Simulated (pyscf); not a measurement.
`[GeH2]` [singlet] + `[FH]` -> `[F][GeH3]`, an insertion (singlet surface; F–H broken, F–Ge, Ge–H formed). Single points on ωB97X-D3(BJ)/def2-SVP structures (PySCF, gas phase). MP2 and CC: frozen core, UHF for open shells. ΔMP2 is the change of the MP2 total energy from the triple- to the quadruple-zeta basis. Energies in eV from the separated reactants.

Small-basis levels: PySCF, no dispersion term, spherical d functions. AM1 to PM7: differences of heats of formation from MOPAC. GFN2-xTB: tblite. 

| level | barrier | reaction energy |
|---|---|---|
| HF/6-31G*+LANL2DZ | 1.37 | -2.31 |
| MP2/6-31G*+LANL2DZ | 0.46 | -2.70 |
| BP86/6-31G*+LANL2DZ | -0.04 | -2.53 |
| PBE/6-31G*+LANL2DZ | -0.14 | -2.59 |
| B3LYP/STO-3G | -1.54 | -4.79 |
| B3LYP/3-21G | -0.68 | -3.46 |
| B3LYP/LANL2DZ | 0.31 | -2.41 |
| M06-2X/6-31G*+LANL2DZ | 0.46 | -2.62 |
| B3LYP/6-311+G**+LANL2DZ | 0.54 | -2.11 |
| GFN2-xTB | 0.56 | -2.12 |
| PM3 | 0.89 | -2.40 |
| PM6 | -0.22 | -2.61 |
| CCSD(T)/def2-TZVPP + ΔMP2(QZVPP) | 0.61 | -2.29 |

Against the last row the barrier runs from -2.15 (B3LYP/STO-3G) to +0.75 eV (HF/6-31G*+LANL2DZ). At BP86/6-31G*+LANL2DZ, PBE/6-31G*+LANL2DZ, B3LYP/STO-3G, B3LYP/3-21G, PM6 this geometry lies under one side, so the entry may be no barrier of that level: it is a single point on another level's saddle. CCSD(T)/def2-TZVPP + ΔMP2(QZVPP) has limits of its own. On the reactant side the descent ends in a complex, 0.30 eV under the separated species and 0.78 eV under the saddle at ωB97X-D3(BJ)/def2-TZVP. At ωB97X-D3(BJ) the barrier from the zero used here is 0.48 eV. The same reactants have a lower exit, to F–GeH: [singlet] + H₂ (barrier +0.12 eV at ωB97M-D3(BJ), against +0.57 eV here). One saddle was located; it need not be the lowest between these sides. The CCSD(T) − MP2 part came from Ansatz, without density fitting, on the same reference. The frozen core leaves the outer d or s,p core shells of the metals and heavy elements correlated in the MP2 and CC values, and def2-TZVPP describes them poorly, which can shift differences by a few kcal/mol. In the def2 sets elements up to Kr have no core potential.
